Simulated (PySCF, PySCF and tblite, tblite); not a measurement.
**C₃H₄F₂O: telling isomers apart by computed NMR, part 1 of 2**

Can the signals of one isomer of C₃H₄F₂O be assigned among several candidates?

Computed with tblite 0.8.0 (tight binding) and PySCF 2.14.0 (DFT, with response routines of our own); each step states its level. Atoms count from 0 throughout.

### 1 The molecule as given

10 atoms, charge 0, multiplicity 1; geometry from: MMFF94s geometry. This is the first candidate.

Bonds of the start (Å): C1–C2 1.52, C1–C4 1.53, C1–H6 1.10, C2–H7 1.09, C2–H8 1.10, C2–O3 1.44, C4–F5 1.34, C4–H9 1.10, F0–C1 1.34, O3–C4 1.45.

### 2 GFN2-xTB relaxation, isomer A, conformer 1

Job settings and geometry (Å):

```
{"job": {"xc": "GFN2-xTB", "basis": "xTB", "kind": "relax"}, "charge": 0, "multiplicity": 1}
F     -0.677700     1.790500    -0.209800
C     -0.206000     0.667900     0.350300
C     -0.879900    -0.647200    -0.024000
O      0.360900    -1.239800    -0.434800
C      1.035700     0.029300    -0.283200
F      2.135000    -0.056500     0.482000
H     -0.089700     0.779200     1.441000
H     -1.353200    -1.181300     0.801600
H     -1.578300    -0.577400    -0.869000
H      1.262100     0.439900    -1.276600
```

Command:

```
OMP_NUM_THREADS=1 python ens_run.py task.json out
```

One launch serves the whole session.

What it wrote:

```text
step      E/eV     max force
  0    -597.64851    1.323
  1    -597.70144    0.404
  2    -597.71154    0.342
  3    -597.72022    0.338
  4    -597.72648    0.241
  5    -597.72844    0.118
  6    -597.72971    0.111
  7    -597.73083    0.150
  8    -597.73180    0.124
  9    -597.73254    0.090
 10    -597.73315    0.069
 11    -597.73376    0.094
 12    -597.73435    0.104
 13    -597.73484    0.077
 14    -597.73526    0.059
 15    -597.73566    0.077
 16    -597.73609    0.091
 17    -597.73655    0.077
 18    -597.73700    0.077
 19    -597.73745    0.089
 20    -597.73799    0.095
 21    -597.73875    0.091
 22    -597.73974    0.095
 23    -597.74061    0.087
 24    -597.74119    0.069
 25    -597.74151    0.052
 26    -597.74170    0.040
 27    -597.74187    0.035
 28    -597.74187    0.035
 29    -597.74193    0.022
 30    -597.74199    0.014
 31    -597.74201    0.014
 32    -597.74204    0.010
 33    -597.74205    0.007
 34    -597.74205    0.006
 35    -597.74205    0.005
 36    -597.74205    0.004
```

Wall time 0.41 s (1 thread of Intel Xeon at 2.50GHz, shared host).

Relaxing gained 0.094 eV and moved the atoms by 0.09 Å on average (rms).

### 3 DFT optimisation, isomer A, start 1: PBE0-D3(BJ)/def2-SVP

Job settings and geometry (Å):

```
{"job": {"kind": "geom", "xc": "PBE0", "basis": "def2-SVP", "d3": "d3bj", "grid": 1, "maxiter": 40}, "charge": 0, "multiplicity": 1}
F     -0.696901     1.766178    -0.262175
C     -0.205997     0.654998     0.352797
C     -0.898054    -0.663971    -0.008405
O      0.334173    -1.182651    -0.531203
C      1.017851     0.018890    -0.316065
F      2.076664    -0.135231     0.525209
H     -0.084843     0.876735     1.414970
H     -1.276737    -1.258311     0.823669
H     -1.653145    -0.564004    -0.790671
H      1.395871     0.492022    -1.230654
```

What it wrote:

```text
step      E/eV     max force
  0    -10636.78580   0.6610
  1    -10636.80373   0.1779
  2    -10636.80455   0.0206
```

Wall time 29 s (1 thread of Intel Xeon at 2.50GHz, shared host); peak memory 0.43 GiB.

Relaxing gained 0.019 eV and moved the atoms by 0.03 Å on average (rms).

### 4 Shieldings, isomer A, conformer 1: wB97X-D/pcSseg-1 in chloroform

Job settings and geometry (Å):

```
{"job": {"xc": "wB97X-D", "basis": "pcSseg-1", "solvent": "chloroform", "kind": "nmr", "pop": true}, "charge": 0, "multiplicity": 1}
F     -0.695487     1.766257    -0.259651
C     -0.207406     0.655689     0.349518
C     -0.889189    -0.662017    -0.010070
O      0.352951    -1.196076    -0.480536
C      1.018716     0.020316    -0.303264
F      2.093493    -0.108150     0.508696
H     -0.066758     0.845300     1.425501
H     -1.318555    -1.255837     0.813143
H     -1.632848    -0.544817    -0.816153
H      1.353964     0.483989    -1.249714
```

What it wrote:

```text
coarse grid: 9000 points
cycle   1  E = -391.2402880978  dE =  1.114e+00  |g| = 9.073e-01  |ddm| = 2.676e+00
cycle   2  E = -391.2063759575  dE =  3.391e-02  |g| = 1.071e+00  |ddm| = 9.684e-01
cycle   3  E = -391.3826692740  dE = -1.763e-01  |g| = 4.101e-02  |ddm| = 5.186e-01
cycle   4  E = -391.3829737051  dE = -3.044e-04  |g| = 1.837e-02  |ddm| = 3.930e-02
cycle   5  E = -391.3830299780  dE = -5.627e-05  |g| = 8.219e-03  |ddm| = 1.623e-02
cycle   6  E = -391.3830407451  dE = -1.077e-05  |g| = 1.911e-03  |ddm| = 6.188e-03
cycle   7  E = -391.3830414264  dE = -6.813e-07  |g| = 3.699e-04  |ddm| = 1.629e-03
final grid: 89528 points
cycle   8  E = -391.4434494432  dE = -1.516e-04  |g| = 8.054e-03  |ddm| = 3.753e-02
cycle   9  E = -391.4434495168  dE = -7.361e-08  |g| = 8.609e-03  |ddm| = 9.623e-03
cycle  10  E = -391.4434592585  dE = -9.742e-06  |g| = 5.169e-04  |ddm| = 4.038e-03
cycle  11  E = -391.4434593257  dE = -6.720e-08  |g| = 2.691e-04  |ddm| = 9.915e-04
cycle  12  E = -391.4434593420  dE = -1.637e-08  |g| = 4.568e-05  |ddm| = 2.435e-04
cycle  13  E = -391.4434593427  dE = -6.628e-10  |g| = 2.521e-05  |ddm| = 9.887e-05
converged SCF energy = -391.4434593427

GIAO shielding tensors (ppm)
atom      isotropic    diamagn.    paramagn.     s11        s22        s33       span
  0 F      391.834     471.840     -80.006    364.025    390.073    421.405     57.380
  1 C       92.635     245.700    -153.065     67.479     79.504    130.921     63.442
  2 C      112.626     247.821    -135.195     88.219     97.078    152.580     64.361
  3 O      274.153     398.530    -124.376    200.255    264.964    357.241    156.986
  4 C       66.827     243.876    -177.049     51.540     71.118     77.822     26.282
  5 F      313.191     472.282    -159.090    234.156    322.385    383.033    148.877
  6 H       26.159      28.588      -2.429     22.706     26.565     29.207      6.501
  7 H       26.613      28.416      -1.803     23.870     24.811     31.157      7.287
  8 H       26.798      28.538      -1.740     24.770     25.264     30.360      5.590
  9 H       25.329      27.967      -2.638     22.085     26.267     27.635      5.549
```

It took 26 s on 1 thread of Intel Xeon at 2.50GHz, shared host; peak memory 0.7 GiB.

Key values: HOMO -10.20 eV, LUMO 3.47 eV; dipole 1.95 D.

### 5 Single-point energy, isomer A, conformer 1: B3LYP/def2-TZVP in chloroform

The job, as its differences from that of step 4:

```diff
@@ -1,2 +1,2 @@
-{"job": {"xc": "wB97X-D", "basis": "pcSseg-1", "solvent": "chloroform", "kind": "nmr", "pop": true}, "charge": 0, "multiplicity": 1}
+{"job": {"xc": "B3LYP", "basis": "def2-TZVP", "solvent": "chloroform", "kind": "sp"}, "charge": 0, "multiplicity": 1}
 F     -0.695487     1.766257    -0.259651
```

What it wrote:

```text
coarse grid: 9000 points
cycle   1  E = -391.6422800778  dE =  9.344e-01  |g| = 8.734e-01  |ddm| = 2.493e+00
cycle   2  E = -391.4370694907  dE =  2.052e-01  |g| = 1.434e+00  |ddm| = 1.709e+00
cycle   3  E = -391.7594471836  dE = -3.224e-01  |g| = 7.665e-02  |ddm| = 1.169e+00
cycle   4  E = -391.7600624465  dE = -6.153e-04  |g| = 5.387e-02  |ddm| = 8.058e-02
cycle   5  E = -391.7605060864  dE = -4.436e-04  |g| = 1.100e-02  |ddm| = 3.844e-02
cycle   6  E = -391.7605226510  dE = -1.656e-05  |g| = 3.750e-03  |ddm| = 9.956e-03
cycle   7  E = -391.7605256302  dE = -2.979e-06  |g| = 3.876e-04  |ddm| = 3.164e-03
final grid: 89528 points
cycle   8  E = -391.7623933002  dE = -6.382e-05  |g| = 6.856e-03  |ddm| = 4.424e-02
cycle   9  E = -391.7623826406  dE =  1.066e-05  |g| = 1.060e-02  |ddm| = 9.300e-03
cycle  10  E = -391.7624013311  dE = -1.869e-05  |g| = 7.144e-04  |ddm| = 6.019e-03
cycle  11  E = -391.7624014030  dE = -7.191e-08  |g| = 3.131e-04  |ddm| = 9.236e-04
cycle  12  E = -391.7624014215  dE = -1.851e-08  |g| = 9.918e-05  |ddm| = 3.139e-04
cycle  13  E = -391.7624014229  dE = -1.399e-09  |g| = 2.945e-05  |ddm| = 8.072e-05
cycle  14  E = -391.7624014231  dE = -1.320e-10  |g| = 4.528e-06  |ddm| = 2.270e-05
converged SCF energy = -391.7624014231
```

Run time: 20 s. Hardware: 1 thread of Intel Xeon at 2.50GHz, shared host; peak memory 0.9 GiB.

In short: HOMO -8.04 eV, LUMO 0.94 eV; dipole 1.83 D.

### 6 Couplings, isomer A, conformer 1: B3LYP/pcJ-1

The job, as its differences from that of step 5:

```diff
@@ -1,2 +1,2 @@
-{"job": {"xc": "B3LYP", "basis": "def2-TZVP", "solvent": "chloroform", "kind": "sp"}, "charge": 0, "multiplicity": 1}
+{"job": {"xc": "B3LYP", "basis": "pcJ-1", "kind": "j"}, "charge": 0, "multiplicity": 1}
 F     -0.695487     1.766257    -0.259651
```

What it wrote:

```text
coarse grid: 9000 points
cycle   1  E = -391.4146492050  dE =  9.113e-01  |g| = 8.697e-01  |ddm| = 2.562e+00
cycle   2  E = -391.2183126471  dE =  1.963e-01  |g| = 1.416e+00  |ddm| = 1.368e+00
cycle   3  E = -391.5313770444  dE = -3.131e-01  |g| = 7.988e-02  |ddm| = 8.928e-01
cycle   4  E = -391.5320380933  dE = -6.610e-04  |g| = 5.666e-02  |ddm| = 7.342e-02
cycle   5  E = -391.5325182398  dE = -4.801e-04  |g| = 1.135e-02  |ddm| = 3.503e-02
cycle   6  E = -391.5325361676  dE = -1.793e-05  |g| = 3.870e-03  |ddm| = 9.440e-03
cycle   7  E = -391.5325392599  dE = -3.092e-06  |g| = 4.568e-04  |ddm| = 2.915e-03
final grid: 89528 points
cycle   8  E = -391.5952618921  dE = -1.600e-04  |g| = 7.988e-03  |ddm| = 1.481e-02
cycle   9  E = -391.5952480675  dE =  1.382e-05  |g| = 1.213e-02  |ddm| = 1.034e-02
cycle  10  E = -391.5952715948  dE = -2.353e-05  |g| = 6.737e-04  |ddm| = 6.466e-03
cycle  11  E = -391.5952716207  dE = -2.585e-08  |g| = 5.155e-04  |ddm| = 8.354e-04
cycle  12  E = -391.5952716721  dE = -5.139e-08  |g| = 9.422e-05  |ddm| = 3.925e-04
cycle  13  E = -391.5952716733  dE = -1.212e-09  |g| = 2.466e-05  |ddm| = 6.259e-05
cycle  14  E = -391.5952716734  dE = -9.686e-11  |g| = 4.997e-06  |ddm| = 1.713e-05
converged SCF energy = -391.5952716734

Indirect spin-spin couplings (Hz)
  i      j    bonds     total        FC       PSO       DSO        SD
  0 F    1 C    1   -276.236  -311.157    15.979     0.904    18.037
  0 F    2 C    2     22.722    19.687     1.004    -0.048     2.079
  0 F    3 O    3     10.499     5.432     4.459     0.193     0.415
  0 F    4 C    2     27.116    25.649     0.017     0.098     1.353
  0 F    5 F    3     -0.228     4.371   -12.806    -1.129     9.336
  0 F    6 H    2     61.744    57.780     8.312    -1.116    -3.232
  0 F    7 H    3     18.856    18.725     1.698    -1.564    -0.003
  0 F    8 H    3     20.145    19.507     0.725     0.297    -0.384
  0 F    9 H    3     11.145    10.417     0.604     0.343    -0.219
  1 C    2 C    1     33.559    33.040     0.211     0.307         -
  1 C    3 O    2     -5.190    -4.984    -0.181    -0.025         -
  1 C    4 C    1     39.387    39.071    -0.057     0.374         -
  1 C    5 F    2     24.607    22.838     0.424     0.063     1.282
  1 C    6 H    1    168.167   167.588    -0.779     1.358         -
  1 C    7 H    2     -0.434    -0.539     0.148    -0.043         -
  1 C    8 H    2     -5.798    -5.984     0.187    -0.001         -
  1 C    9 H    2     -0.402    -0.464     0.068    -0.005         -
  2 C    3 O    1     17.744    20.661    -2.789    -0.128         -
  2 C    4 C    2     -5.875    -5.573    -0.379     0.078         -
  2 C    5 F    3      3.270     5.847    -2.210    -0.349    -0.018
  2 C    6 H    2     -0.487    -0.531     0.131    -0.086         -
  2 C    7 H    1    159.588   158.857    -0.251     0.983         -
  2 C    8 H    1    158.795   158.077    -0.311     1.029         -
  2 C    9 H    3      1.332     1.433     0.278    -0.379         -
  3 O    4 C    1     21.542    20.086     1.621    -0.165         -
  3 O    5 F    2    -49.040   -21.349   -18.353     0.049    -9.388
  3 O    6 H    3      0.085     0.156    -0.277     0.206         -
  3 O    7 H    2     -9.276    -8.584    -0.793     0.101         -
  3 O    8 H    2     -6.466    -5.662    -0.906     0.102         -
  3 O    9 H    2     -8.954    -8.944    -0.106     0.096         -
  4 C    5 F    1   -316.923  -321.408    -9.410     1.004    12.891
  4 C    6 H    2     -4.278    -4.443     0.083     0.082         -
  4 C    7 H    3      6.765     6.970     0.210    -0.414         -
  4 C    8 H    3      0.649     0.818     0.075    -0.245         -
  4 C    9 H    1    188.350   187.954    -1.094     1.490         -
  5 F    6 H    3     12.257    12.241    -0.036     0.489    -0.437
  5 F    7 H    4     -5.574    -4.810     0.602    -1.063    -0.303
  5 F    8 H    4      6.083     7.139     0.982    -2.025    -0.013
  5 F    9 H    2     76.002    78.384     1.950    -0.960    -3.372
  6 H    7 H    3      6.987     6.968    -0.186     0.205         -
  6 H    8 H    3      4.468     4.549     2.281    -2.363         -
  6 H    9 H    3      1.889     1.968     2.219    -2.299         -
  7 H    8 H    2     -8.624    -8.692     2.207    -2.139         -
  7 H    9 H    4     -0.323    -0.162     2.441    -2.601         -
  8 H    9 H    4     -0.743    -0.645     0.640    -0.738         -
```

It took 52 s on 1 thread of Intel Xeon at 2.50GHz, shared host; peak memory 0.9 GiB.

In short: HOMO -8.11 eV, LUMO 0.99 eV; dipole 1.63 D.

### 7 The ensemble, isomer A: properties at wB97X-D/pcSseg-1 in chloroform

Job settings and geometry (Å):

```
{"job": {"study": "conf", "smiles": "F[C@H]1CO[C@@H]1F", "search": {"seed": 1630, "n_embed": 45, "ff_keep": 10, "window": 2.5, "nmax": 4, "temps": [250, 298.15, 350], "t_ref": 298.15, "order": 0.0005, "geom": true}, "level": {"nmr": {"xc": "wB97X-D", "basis": "pcSseg-1", "solvent": "chloroform"}, "sp": {"xc": "B3LYP", "basis": "def2-TZVP", "solvent": "chloroform"}, "j": {"xc": "B3LYP", "basis": "pcJ-1", "top": 4}}, "kind": "conf"}, "charge": 0, "multiplicity": 1}
F     -0.695487     1.766257    -0.259651
C     -0.207406     0.655689     0.349518
C     -0.889189    -0.662017    -0.010070
O      0.352951    -1.196076    -0.480536
C      1.018716     0.020316    -0.303264
F      2.093493    -0.108150     0.508696
H     -0.066758     0.845300     1.425501
H     -1.318555    -1.255837     0.813143
H     -1.632848    -0.544817    -0.816153
H      1.353964     0.483989    -1.249714
```

What it wrote:

```text
conformer  sym    E(xTB)   E(DFT)   G(298.15 K)  weight  dipole/D
    1     C1      0.000    0.000    0.000   1.0000    1.828

mean shielding (ppm) by class
class atoms           250 K   298.15 K      350 K
  0 F  0            391.834    391.834    391.834
  1 C  1             92.635     92.635     92.635
  2 C  2            112.626    112.626    112.626
  3 O  3            274.153    274.153    274.153
  4 C  4             66.827     66.827     66.827
  5 F  5            313.191    313.191    313.191
  6 H  6             26.159     26.159     26.159
  7 H  7             26.613     26.613     26.613
  8 H  8             26.798     26.798     26.798
  9 H  9             25.329     25.329     25.329
```

Run time: 1.7 min. Hardware: 1 thread of Intel Xeon at 2.50GHz, shared host. This counts the runs that the step sums up.

The search (ETKDG and KDG, MMFF94s, GFN2-xTB) embedded 45 structures, kept 1 distinct ones after the force field and 1 after xTB; 1 was carried on (window 2.5 kcal/mol at the search's own energies). Energies: B3LYP/def2-TZVP in chloroform with D3(BJ).

The conformers at 298 K:

| no. | group | mirror pair | ΔE xTB | ΔE DFT | ΔG | weight (%) | μ (D) | A, B, C (GHz) |
| --- | --- | --- | --- | --- | --- | --- | --- | --- |
| 1 | C1 | no | 0.00 | 0.00 | 0.00 | 100.0 | 1.83 | 5.66, 3.36, 2.39 |

Energies in kcal/mol. ΔG holds xTB vibrations and rotation, symmetry numbers and mirror pairs.

Shifts against references run at the same level ($^{19}$F CFCl3 189.5, $^{17}$O H2O 339.6, $^{13}$C TMS 185.3, $^{1}$H TMS 31.36 ppm of shielding), by class of atoms, at 298 K:

| atoms | environment | average |
| --- | --- | --- |
| C4 | sp3 CH bonded to F and O | 118.4 |
| C1 | sp3 CH bonded to F | 92.6 |
| C2 | sp3 CH2 bonded to O | 72.7 |
| H9 | hydrogen on an sp3 CH bonded to F and O | 6.03 |
| H6 | hydrogen on an sp3 CH bonded to F | 5.20 |
| H7 | hydrogen on an sp3 CH2 bonded to O | 4.75 |
| H8 | hydrogen on an sp3 CH2 bonded to O | 4.56 |
| F5 | fluorine on an sp3 carbon | -123.7 |
| F0 | fluorine on an sp3 carbon | -202.4 |
| O3 | ether oxygen | 65.5 |

Couplings (Hz, B3LYP/pcJ-1; one pair named for each class, the eight largest averages at most for each number of bonds), from conformers that hold 100 % of the weight:

| pair | bonds | average |
| --- | --- | --- |
| C4–F5 | 1 | -316.9 |
| F0–C1 | 1 | -276.2 |
| C4–H9 | 1 | 188.3 |
| C1–H6 | 1 | 168.2 |
| C2–H7 | 1 | 159.6 |
| C2–H8 | 1 | 158.8 |
| C1–C4 | 1 | 39.4 |
| C1–C2 | 1 | 33.6 |
| F5–H9 | 2 | 76.0 |
| F0–H6 | 2 | 61.7 |
| O3–F5 | 2 | -49.0 |
| F0–C4 | 2 | 27.1 |
| C1–F5 | 2 | 24.6 |
| F0–C2 | 2 | 22.7 |
| O3–H7 | 2 | -9.3 |
| O3–H9 | 2 | -8.9 |
| F0–H8 | 3 | 20.1 |
| F0–H7 | 3 | 18.9 |
| F5–H6 | 3 | 12.3 |
| F0–H9 | 3 | 11.1 |
| F0–O3 | 3 | 10.5 |
| H6–H7 | 3 | 7.0 |
| C4–H7 | 3 | 6.8 |
| H6–H8 | 3 | 4.5 |
| F5–H8 | 4 | 6.1 |
| F5–H7 | 4 | -5.6 |
| H8–H9 | 4 | -0.7 |

Effective distances for nuclear Overhauser effects, ⟨r⁻⁶⟩^(−1/6) as a mean over all pairs of two classes, so longer than the nearest pair where a class holds remote atoms (Å): H7···H8 1.81; H6···H7 2.52; H6···H9 3.05; H6···H8 3.07; H8···H9 3.19; H7···H9 3.80.

### 8 GFN2-xTB relaxation, isomer B, conformer 1

Job settings and geometry (Å):

```
{"job": {"xc": "GFN2-xTB", "basis": "xTB", "kind": "relax"}, "charge": 0, "multiplicity": 1}
F     -0.048800     1.343500    -1.380200
C      0.051700     0.784600    -0.164600
C      1.009500    -0.421100    -0.030100
O      0.016200    -1.145700     0.731300
C     -1.016700    -0.243000     0.270600
F     -1.756200    -0.788400    -0.732800
H      0.235400     1.539300     0.615500
H      1.242600    -0.927500    -0.965700
H      1.921100    -0.237900     0.535600
H     -1.646000     0.101000     1.097900
```

What it wrote:

```text
step      E/eV     max force
  0    -597.48986    1.676
  1    -597.55191    0.488
  2    -597.57057    0.392
  3    -597.58032    0.364
  4    -597.58806    0.205
  5    -597.59045    0.199
  6    -597.59351    0.138
  7    -597.59544    0.163
  8    -597.59730    0.126
  9    -597.59876    0.099
 10    -597.60000    0.114
 11    -597.60089    0.108
 12    -597.60156    0.069
 13    -597.60212    0.083
 14    -597.60258    0.075
 15    -597.60290    0.053
 16    -597.60313    0.045
 17    -597.60331    0.043
 18    -597.60347    0.045
 19    -597.60363    0.039
 20    -597.60363    0.039
 21    -597.60372    0.036
 22    -597.60397    0.030
 23    -597.60405    0.032
 24    -597.60428    0.040
 25    -597.60446    0.048
 26    -597.60469    0.048
 27    -597.60489    0.042
 28    -597.60510    0.039
 29    -597.60531    0.053
 30    -597.60550    0.055
 31    -597.60568    0.039
 32    -597.60583    0.035
 33    -597.60596    0.028
 34    -597.60608    0.031
 35    -597.60619    0.034
 36    -597.60630    0.030
 37    -597.60640    0.033
 38    -597.60650    0.032
 39    -597.60660    0.026
 40    -597.60667    0.021
 41    -597.60671    0.014
 42    -597.60672    0.009
 43    -597.60673    0.005
 44    -597.60673    0.004
```

Run time: 0.45 s. Hardware: 1 thread of Intel Xeon at 2.50GHz, shared host.

Gain 0.117 eV; displacement 0.09 Å root mean square.

### 9 DFT optimisation, isomer B, start 1: PBE0-D3(BJ)/def2-SVP

Job settings and geometry (Å):

```
{"job": {"kind": "geom", "xc": "PBE0", "basis": "def2-SVP", "d3": "d3bj", "grid": 1, "maxiter": 40}, "charge": 0, "multiplicity": 1}
F     -0.079392     1.276340    -1.411278
C      0.069862     0.768152    -0.161920
C      1.027436    -0.419418    -0.016073
O     -0.007931    -1.174252     0.634639
C     -0.995369    -0.241465     0.310415
F     -1.796851    -0.685250    -0.696778
H      0.236517     1.602204     0.523796
H      1.309781    -0.863869    -0.973336
H      1.899172    -0.282237     0.623005
H     -1.654343     0.024449     1.145002
```

What it wrote:

```text
step      E/eV     max force
  0    -10636.73184   0.6148
  1    -10636.75207   0.1306
  2    -10636.75278   0.0157
```

Run time: 26 s. Hardware: 1 thread of Intel Xeon at 2.50GHz, shared host; peak memory 0.48 GiB.

The energy fell by 0.021 eV, and the atoms moved 0.04 Å (root mean square).

(Continued in part 2 of 2.)
